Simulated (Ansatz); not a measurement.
Relaxation of AlBH6Si (9 atoms, charge 0, multiplicity 1), to a largest force component of 0.015 eV/Å in at most 40 steps.

All numbers below come from RKS PBE0/def2-SVP in Ansatz.

```xyz
9
Properties=species:S:1:pos:R:3
B -1.079 0.917 -1.517
Al -0.016 0.890 0.205
Si 0.666 -1.197 1.021
H -1.469 -0.027 -2.005
H -1.346 1.992 -2.067
H 0.728 2.238 0.691
H 2.009 -1.557 0.418
H -0.270 -2.202 0.701
H 0.866 -1.101 2.536
```

Q: Where does it end, and by what steps?

A: The run converged. The force dipped under the threshold on the way, but the program's further checks kept it going. After 16 steps the energy has fallen by 0.683 eV; H5 moved furthest, 1.33 Å.

```csv
step,energy less start (eV),largest force component (eV/Å),accepted
0,0.0000,2.505,yes
1,-0.3746,0.669,yes
2,-0.4573,0.330,yes
3,-0.4644,0.373,yes
4,-0.4731,0.130,yes
5,-0.4957,0.119,yes
6,-0.5088,0.150,yes
7,-0.5244,0.178,yes
8,-0.5422,0.203,yes
9,-0.5852,0.355,yes
10,-0.6312,0.189,yes
11,-0.6561,0.135,yes
12,-0.6806,0.046,yes
13,-0.6829,0.013,yes
14,-0.6799,0.194,no
15,-0.6831,0.017,yes
16,-0.6831,0.005,yes
```

```xyz
9
Properties=species:S:1:pos:R:3
B -1.150 1.038 -1.607
Al 0.278 0.899 -0.056
Si 0.662 -1.215 1.159
H -0.884 0.790 -2.765
H -2.308 1.341 -1.410
H 1.176 2.152 0.371
H 1.990 -1.795 0.765
H -0.376 -2.260 0.883
H 0.701 -0.997 2.643
```

The run took 26 s on 1 thread of Intel(R) Xeon(R) 6975P-C (Granite Rapids), with other jobs on the host, peak memory 0.17 GiB.
